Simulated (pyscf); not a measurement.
Optimised with ωB97X-D3(BJ)/def2-SVP in PySCF.

Task: For HO–SiH₂–OH -> O=SiH–OH + H₂, an elimination (singlet surface; H–O, H–Si broken, H–H formed), PBE/def2-TZVP gives ΔE‡ = 222.3 kJ/mol and ΔE = +160.3 kJ/mol (zero: the reactant's lowest minimum found). In which direction and how far do B3LYP-D3(BJ)/def2-TZVP, PBE0-D3(BJ)/def2-TZVP, ωB97M-D3(BJ)/def2-TZVP move these?

Result: B3LYP-D3(BJ): ΔE‡ = 250.1 kJ/mol, ΔE = +171.3 kJ/mol; PBE0-D3(BJ): ΔE‡ = 248.8 kJ/mol, ΔE = +189.1 kJ/mol; ωB97M-D3(BJ): ΔE‡ = 256.3 kJ/mol, ΔE = +180.0 kJ/mol. PBE's barrier lies under all of them, by 26.5 to 34.0 kJ/mol. Its reaction energy lies under all of them, by 11.0 to 28.9 kJ/mol. On the reactant side the descent ends in a point that may be a rotor saddle (no frequency run), 5.1 kJ/mol over the lowest minimum found and 256.6 kJ/mol under the saddle at ωB97X-D3(BJ)/def2-TZVP. At the saddle there is also a short H–Si contact that neither side keeps. O=SiH–OH lies 41.2 kJ/mol over its isomer HO–Si:–OH [singlet] (electronic energy, ωB97M-D3(BJ)/def2-TZVP). One saddle was located; it need not be the lowest between these sides.
